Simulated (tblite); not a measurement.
Compound: C4H (doublet state).
Numbering: `[C:1]#[C:2][C:3]#[CH:4]` (hydrogens: H5 on C4)
Bond orders are those of one Lewis drawing.

Computed with GFN2-xTB (tblite), gas phase: L-BFGS steps from a force-field or distance-geometry start until the largest atomic force falls under 0.01 eV/Å.

Step 8: E = -239.4026 eV
```
atom  x, y, z in Å  |  force x, y, z in eV/Å
C1      2.4186    0.0622   -0.5059    0.132  -0.008   0.024
C2      1.2360    0.0387   -0.2879   -0.082   0.019  -0.070
C3     -0.0918    0.0012    0.0244    0.107  -0.016   0.010
C4     -1.2626   -0.0410    0.2921   -0.187   0.014   0.029
H5     -2.2916   -0.0583    0.4983    0.030  -0.010   0.006
```

Step 9: E = -239.4033 eV
```
atom  x, y, z in Å  |  force x, y, z in eV/Å
C1      2.4203    0.0583   -0.4989    0.098  -0.011   0.058
C2      1.2328    0.0411   -0.3020   -0.082   0.032  -0.107
C3     -0.0919    0.0102    0.0244    0.088  -0.048   0.037
C4     -1.2590   -0.0504    0.3086   -0.156   0.050  -0.023
H5     -2.2936   -0.0563    0.4889    0.051  -0.023   0.035
```

Step 10: E = -239.4040 eV
```
atom  x, y, z in Å  |  force x, y, z in eV/Å
C1      2.4217    0.0565   -0.4951    0.026  -0.013   0.081
C2      1.2311    0.0425   -0.3094   -0.044   0.037  -0.124
C3     -0.0918    0.0130    0.0252    0.051  -0.061   0.051
C4     -1.2584   -0.0533    0.3145   -0.061   0.064  -0.058
H5     -2.2939   -0.0558    0.4858    0.028  -0.027   0.050
```

Step 11: E = -239.4060 eV
```
atom  x, y, z in Å  |  force x, y, z in eV/Å
C1      2.4276    0.0503   -0.4790   -0.338  -0.015   0.144
C2      1.2244    0.0490   -0.3391    0.157   0.043  -0.132
C3     -0.0905    0.0189    0.0305   -0.092  -0.095   0.072
C4     -1.2583   -0.0595    0.3300    0.350   0.101  -0.183
H5     -2.2945   -0.0558    0.4786   -0.077  -0.034   0.099
```

Problem. Estimate the geometry and energy of step 12. (The exact step hangs on the optimiser's Hessian estimate; all steps are aligned on step 11, rigid shifts and turns removed.)

Solution. E = -239.4080 eV, largest force 0.497 eV/Å
```
atom  x, y, z in Å  |  force x, y, z in eV/Å
C1      2.4276    0.0521   -0.4801   -0.325  -0.018   0.143
C2      1.2253    0.0491   -0.3355    0.165   0.039  -0.141
C3     -0.0894    0.0113    0.0325   -0.166  -0.068   0.073
C4     -1.2617   -0.0516    0.3181    0.466   0.070  -0.157
H5     -2.2932   -0.0579    0.4861   -0.140  -0.023   0.083
```

The energy changes by -0.0020 eV. The first-order estimate −F·Δx gives -0.0027 eV and the mean of the old and new forces, exact on a quadratic surface, -0.0020 eV. The step makes an angle of 76° with the force vector and moves no atom by more than 0.015 Å.

The cost below is that of the whole relaxation. The run took under 0.1 s wall on one thread of an Arm Neoverse V1, shared host.
